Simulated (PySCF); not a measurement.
Numbering as in the mapped SMILES `[CH3:1][CH:2]([CH3:3])[F:4]` (H(Xn): hydrogen on atom n).

Method: structure optimised with PBE0-D3(BJ)/def2-SVP, shieldings: GIAO PBE0/pcSseg-1, in PySCF 2.14.0 with density-fitted response routines (non-relativistic Hamiltonian, one averaged value for each set of equivalent atoms, one conformer, in vacuum).

Scale: ¹³C, ¹H against TMS; ¹⁹F vs CFCl3 (reference shieldings calculated alike).

```json
{"atoms": "C2", "nucleus": "¹³C", "count": "1", "δ (ppm)": "?"}
{"atoms": "H(C1)/H(C3)", "nucleus": "¹H", "count": "6", "δ (ppm)": "1.24"}
{"atoms": "C1/C3", "nucleus": "¹³C", "count": "2", "δ (ppm)": "?"}
{"atoms": "H(C2)", "nucleus": "¹H", "count": "1", "δ (ppm)": "4.58"}
{"atoms": "F4", "nucleus": "¹⁹F", "count": "1", "δ (ppm)": "-192.4"}
```

Estimate the values marked ?.

Results:


- C2: 86.2 ppm, sp3 CH bonded to F; pulled downfield by the heteroatom
- C1/C3: 24.3 ppm, methyl carbon; a saturated carbon with 1 carbon neighbour and no heteroatom attached

Shifts are as computed. Against solution values, carbons near 30 ppm lie about +2 ppm off and those near 130 ppm about +4 ppm. Of 246 compounds with measured shifts, 49 miss one by over three times the rms of a fit or turn the order of signals round; such compounds aren't used in these exercises. Unscaled 19F shifts against computed CFCl3 carry errors that often reach 10 to 50 ppm.
